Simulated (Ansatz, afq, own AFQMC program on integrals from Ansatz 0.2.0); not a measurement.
CO, singlet: AFQMC among the cluster methods

| atom | x (Å) | y (Å) | z (Å) |
| --- | --- | --- | --- |
| O | 0.0000 | 0.0000 | 0.0000 |
| C | 0.0000 | 0.0000 | 1.1955 |

Basis cc-pVTZ. Noble-gas cores (and the filled d shells of Ga–Kr and In–Xe) are frozen. Ansatz 0.2.0 and our own AFQMC program on the same integrals; the CISD trial comes from CCSD amplitudes, and released means the phaseless constraint is let go. ± is one standard error of the sampling.

Determinant: RHF, the one that the program's search chose, which needn't be the lowest solution. The geometry is a PBE0/def2-TZVP stationary point of this or a neighbouring charge and spin state.

No full CI on the walks' own integrals is used here; CCSDT(Q) serves as the reference and is uncertain by about the last step of the cluster series.

Cautions: raised T1 diagnostic (T1 0.023, weight of the determinant 0.89, largest double 0.08); the ph-AFQMC/CISD walk drifts between its halves (2.1 errors).

```
T1 diagnostic                               : 0.0225
weight of the determinant in the CISD state : 0.885
size of the correlated space                : 10 electrons in 58 orbitals
```

Reference: CCSDT(Q), correlation energy -10.534 eV. The released energy is read at 2.40 1/Eh (meV from the phaseless value at times in 1/Eh: -1 ± 4 at 0.24, -7 ± 4 at 0.51, -10 ± 4 at 0.99, -13 ± 4 at 1.62, -12 ± 8 at 2.40).

```json
{"level": "HF", "E − E(reference) (kJ/mol)": "1016.4", "share of correlation (%)": "0.00"}
{"level": "MP2", "E − E(reference) (kJ/mol)": "54.3", "share of correlation (%)": "94.66"}
{"level": "CCSD", "E − E(reference) (kJ/mol)": "54.2", "share of correlation (%)": "94.67"}
{"level": "CCSD(T)", "E − E(reference) (kJ/mol)": "4.0", "share of correlation (%)": "99.61"}
{"level": "CCSDT", "E − E(reference) (kJ/mol)": "3.7", "share of correlation (%)": "99.64"}
{"level": "ph-AFQMC/HF", "E − E(reference) (kJ/mol)": "-9.6 ± 2.3", "share of correlation (%)": "100.95"}
{"level": "ph-AFQMC/CISD", "E − E(reference) (kJ/mol)": "1.2 ± 0.5", "share of correlation (%)": "99.88"}
{"level": "released AFQMC", "E − E(reference) (kJ/mol)": "0.0 ± 0.8", "share of correlation (%)": "100.00"}
```

A walk keeps the symmetry of its determinant, which the program's search chose and which needn't be the lowest solution, so a lower state of the same spin and another symmetry isn't excluded. Released energies are given only where the last usable release times agree within the noise; a slower fall can still hide under it.
